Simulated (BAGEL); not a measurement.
**[BCl2]+ (SMILES Cl[B+]Cl) at HF/6-31G(d) (density fitting with cc-pvqz-jkfit, spherical functions)**

What is the vertical singlet–triplet gap of [BCl2]+ at HF/6-31G* (density fitting with cc-pvqz-jkfit, spherical functions)? 

The calculation is run with BAGEL 1.2.2.

3 further runs of the same task are left out: 2 that didn't finish, 1 set aside as unsound or not needed.

## 1. The system as given

[BCl2]+ has 3 atoms, charge +1, and is taken as a singlet. SMILES: `Cl[B+]Cl`. Geometry: relaxed at PBE0-D4/def2-TZVP.

Bond lengths: Cl1–B2 1.610 Å, B2–Cl3 1.610 Å. Angles: Cl1–B2–Cl3 180.0°.

## 2. The energy at HF/6-31G(d) (density fitting with cc-pvqz-jkfit, spherical functions)

input.json reads:

```json
{ "bagel": [

{
  "title": "molecule",
  "basis": "6-31gs.json",
  "df_basis": "cc-pvqz-jkfit",
  "angstrom": "true",
  "geometry": [
    { "atom": "Cl", "xyz": [   -1.267920,    0.785680,   -0.605300 ] },
    { "atom": "B", "xyz": [    0.000010,    0.000020,    0.000000 ] },
    { "atom": "Cl", "xyz": [    1.267910,   -0.785700,    0.605290 ] }
  ]
},
{ "title": "hf", "charge": 1 },
{ "title": "print", "file": "orbitals.molden", "orbitals": "true" }

]}
```

The basis set 6-31G* is read from a file made from the Basis Set Exchange's data (not shown).

The run is started by

```console
BAGEL_NUM_THREADS=1 BAGEL input.json > input.out
```

The program printed:

```text
* using 1 threads per process

  ===============================================================
  ===============================================================

  *** Geometry ***

  { "atom" : "Cl", "xyz" : [     -2.396022,      1.484720,     -1.143851 ] },
  { "atom" : "B", "xyz" : [      0.000019,      0.000038,      0.000000 ] },
  { "atom" : "Cl", "xyz" : [      2.396003,     -1.484758,      1.143832 ] },

  Number of auxiliary basis functions:      402

  Since a DF basis is specified, we compute 2- and 3-index integrals:
    o Being stored without compression. Storage requirement is 0.008 GB

  Number of basis functions:       50
  Number of electrons      :       39

    * METHOD: MOLECULE                             0.16

  *** RHF ***

  === Nuclear Repulsion ===
   103.3863009363

      * DIIS with orbital gradients will be used.

  === RHF iteration (6-31gs.json) ===
      0       -943.33490614          0.01456627           0.03
      1       -943.38188059          0.00759381           0.03
      2       -943.39376048          0.00125559           0.03
      3       -943.39430853          0.00020962           0.03
      4       -943.39431920          0.00003877           0.03
      5       -943.39431972          0.00000425           0.03
      6       -943.39431973          0.00000095           0.03
      7       -943.39431973          0.00000028           0.03
      8       -943.39431973          0.00000004           0.03
      9       -943.39431973          0.00000001           0.03
    * SCF iteration converged.

    * Permanent dipole moment:
           (   -0.000013,    -0.000035,    -0.000004) a.u.

    * METHOD: HF                                   0.37

    * METHOD: PRINT                                0.01

  ===============================================================
```

It took 0.79 s on 1 thread of Intel Xeon Platinum 8259CL at 2.50GHz (Skylake/Cascade Lake), shared host; peak memory 0.081 GiB.

## 3. The triplet at the same level

input.json reads:

```json
{ "bagel" : [

{
  "title" : "molecule",
  "basis" : "6-31gs.json",
  "df_basis" : "cc-pvqz-jkfit",
  "angstrom" : true,
  "geometry" : [
    { "atom" : "Cl", "xyz" : [      -1.267920,       0.785680,      -0.605300 ] },
    { "atom" : "B", "xyz" : [       0.000010,       0.000020,       0.000000 ] },
    { "atom" : "Cl", "xyz" : [       1.267910,      -0.785700,       0.605290 ] }
  ]
},

{
  "title" : "uhf",
  "charge" : 1,
  "nopen" : 2
},

{
  "title" : "print",
  "file" : "orbitals.molden",
  "orbitals" : true
}

]}
```

The basis set 6-31G* is read from a file made from the Basis Set Exchange's data (not shown).

The run is started by

```console
BAGEL_NUM_THREADS=1 BAGEL input.json > input.out
```

The program printed:

```text
* using 1 threads per process

  ===============================================================
  ===============================================================

  *** Geometry ***

  { "atom" : "Cl", "xyz" : [     -2.396022,      1.484720,     -1.143851 ] },
  { "atom" : "B", "xyz" : [      0.000019,      0.000038,      0.000000 ] },
  { "atom" : "Cl", "xyz" : [      2.396003,     -1.484758,      1.143832 ] },

  Number of auxiliary basis functions:      402

  Since a DF basis is specified, we compute 2- and 3-index integrals:
    o Being stored without compression. Storage requirement is 0.008 GB

  Number of basis functions:       50
  Number of electrons      :       39

    * METHOD: MOLECULE                             0.24

  *** Open-shell HF ***

  === Nuclear Repulsion ===
   103.3863009363

      * DIIS with orbital gradients will be used.

  === UHF iteration (6-31gs.json) ===
      0       -943.09084788          0.02280727           0.06
      1       -943.13957709          0.00631905           0.06
      2       -943.14460917          0.00239410           0.06
      3       -943.14548810          0.00104020           0.06
      4       -943.14580750          0.00024744           0.06
      5       -943.14583728          0.00012549           0.06
      6       -943.14584437          0.00001022           0.06
      7       -943.14584446          0.00000420           0.05
      8       -943.14584449          0.00000129           0.06
      9       -943.14584449          0.00000078           0.06
     10       -943.14584449          0.00000054           0.06
     11       -943.14584449          0.00000045           0.06
     12       -943.14584449          0.00000049           0.06
     13       -943.14584449          0.00000037           0.06
     14       -943.14584449          0.00000014           0.06
     15       -943.14584449          0.00000005           0.05
     16       -943.14584449          0.00000004           0.06
     17       -943.14584449          0.00000003           0.06
     18       -943.14584449          0.00000002           0.08
     19       -943.14584449          0.00000002           0.08
     20       -943.14584449          0.00000002           0.06
     21       -943.14584449          0.00000002           0.06
     22       -943.14584449          0.00000001           0.06
     23       -943.14584449          0.00000001           0.06
     24       -943.14584449          0.00000001           0.06
    * SCF iteration converged.

    * S^2 (UHF) is 2.0215

    * Permanent dipole moment:
           (    0.000037,     0.000045,     0.000014) a.u.

    * METHOD: UHF                                  1.54

    * METHOD: PRINT                                0.01

  ===============================================================
```

Run time: 2.1 s. Hardware: 1 thread of Intel Xeon Platinum 8259CL at 2.50GHz (Skylake/Cascade Lake), shared host; peak memory 0.14 GiB.

## 4. Results

At HF/6-31G* (density fitting with cc-pvqz-jkfit, spherical functions):

```
                                        quantity          value
                           singlet: total energy  -943.39432 Eh
                            singlet: HOMO energy      -20.32 eV
                            singlet: LUMO energy       -4.46 eV
                          singlet: HOMO–LUMO gap       15.86 eV
                           triplet: total energy  -943.14584 Eh
                                   triplet: ⟨S²⟩          2.022
vertical energy of the triplet above the singlet       6.761 eV
```

What this shows: At this shape the triplet lies 6.76 eV (156 kcal/mol) above the singlet.
